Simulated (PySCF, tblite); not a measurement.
# acetyloxyl radical (C₂H₃O₂) radical: geometry, infrared bands and EPR parameters

What infrared bands and EPR parameters should acetyloxyl radical (C₂H₃O₂) radical (`CC([O])=O`) show?

Programs: tblite 0.8.0 and PySCF 2.14.0, with density-fitted response routines of our own. Each step states its level of theory. These are calculated values for one molecule in the gas phase, unless marked as measured. Atoms count from 0, in the outputs and in this text.

**1. Starting geometry**

7 atoms, charge 0, multiplicity 2; geometry from: force field or distance geometry start.

Bonds of the start (Å): C0–C1 1.49, C1–O2 1.39, C1–O3 1.26, C0–H4 1.12, C0–H5 1.11, C0–H6 1.11.

**2. Optimising the geometry with GFN2-xTB**

What the job is given:

```
{"job": {"kind": "relax", "xc": "GFN2-xTB", "basis": "xTB"}, "charge": 0, "multiplicity": 2}
C     -0.657900     0.003400     0.049800
C      0.824500    -0.055000    -0.067100
O      1.545300     1.062600    -0.468300
O      1.388700    -1.142000     0.228300
H     -0.938200     1.089000     0.072300
H     -1.011500    -0.485100     0.986100
H     -1.147600    -0.468000    -0.828200
```

Started as:

```bash
OMP_NUM_THREADS=1 python probes_run.py task.json out
```

One launch serves the whole session: the jobs run in the order shown.

**Question.** This job is followed by: GFN2-xTB harmonic vibrations, gas phase; PBE0-D3(BJ)/def2-SVP geometry optimisation, gas phase; UKS B3LYP, IGLO-III on C O, pcH-1 on H, non-relativistic, mean-field spin-orbit, GIAO. Predict these results of the whole session: strongest single infrared mode (GFN2-xTB); zero-point energy (GFN2-xTB); point group; rotational constants (main isotopes); g(iso) (B3LYP); ⟨S²⟩; largest a(iso) (averaged by class); surface potential, 1st and 99th percentile.

**Answer**, as computed:

| quantity | value |
| --- | --- |
| strongest single infrared mode (GFN2-xTB) | 1966 cm⁻¹, 355 km/mol |
| zero-point energy (GFN2-xTB) | 29.0 kcal/mol |
| point group | C1 |
| rotational constants (main isotopes) | 13.46, 9.32, 5.70 GHz |
| g(iso) (B3LYP) | 2.00889 |
| ⟨S²⟩ | 0.757 (exact 0.75) |
| largest a(iso) (averaged by class) | 13C on C1, -38.0 MHz |
| surface potential, 1st and 99th percentile | -1.15 V and 1.45 V |

What this shows: Over 18 steps the energy fell by 1.175 eV; of the close pairs, C0–C1 changed most, 1.488 to 1.690 Å (GFN2-xTB). No mode is imaginary among the 15: a minimum at this level. The strongest single mode, at 1966 cm⁻¹, moves mainly C1. Unscaled tight-binding wavenumbers are off by several per cent, some by more. Its intensities can rank the bands wrongly. The optimisation took 24 steps and gained 0.349 eV; among the close pairs (by a distance rule), C0–C1 changed most, from 1.664 to 1.486 Å (PBE0/def2-SVP). No frequency check was run at this level, so the end point may be a saddle. The largest spin populations lie on O3 (0.55 e), O2 (0.54 e). The isotropic g lies 6.6 ppt above the free-electron value.
